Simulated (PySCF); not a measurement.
Gas-phase reaction: 3 (CH₃)₃SiH → SiH₄ + C₃H₈ + 2 (CH₃)₃Si

Computed with PySCF and rigid-rotor harmonic-oscillator thermochemistry at 1 bar. † marks an energy on the PBE0/def2-TZVP geometry and frequencies; other levels use their own. 6-31G* has spherical d functions here. Open shells (unrestricted): (CH₃)₃Si (multiplicity 2); the rest are closed-shell singlets. B3LYP is the form with VWN-RPA correlation. (CH₃)₃Si: computed as isolated molecules; such fragments, hydroxides, amides, oligomers or adducts are transient or little studied in the gas. The harmonic model lacks anharmonicity and excited electronic states, which grow with temperature; levels with a mode under 35 cm⁻¹ are left out. Internal rotation in (CH₃)₃SiH, C₃H₈, (CH₃)₃Si is treated as a harmonic vibration of one conformer, which makes the entropy rough.

```json
[
 {"level": "B3LYP/6-31G*", "ΔE electronic, kJ": "380", "ΔH°(298 K), kJ": "375", "ΔS°(298 K), J/K": "154", "ΔG°(800 K), kJ": "257"},
 {"level": "B3LYP/def2-TZVP†", "ΔE electronic, kJ": "398", "ΔH°(298 K), kJ": "394", "ΔS°(298 K), J/K": "154", "ΔG°(800 K), kJ": "277"},
 {"level": "BLYP/def2-TZVP†", "ΔE electronic, kJ": "382", "ΔH°(298 K), kJ": "378", "ΔS°(298 K), J/K": "154", "ΔG°(800 K), kJ": "261"},
 {"level": "PBE/def2-SVP", "ΔE electronic, kJ": "382", "ΔH°(298 K), kJ": "377", "ΔS°(298 K), J/K": "154", "ΔG°(800 K), kJ": "259"},
 {"level": "PBE/def2-TZVP†", "ΔE electronic, kJ": "394", "ΔH°(298 K), kJ": "390", "ΔS°(298 K), J/K": "154", "ΔG°(800 K), kJ": "272"}
]
```
ΔH° is lowest at B3LYP/6-31G* and highest at B3LYP/def2-TZVP†. No reference value is set beside these.
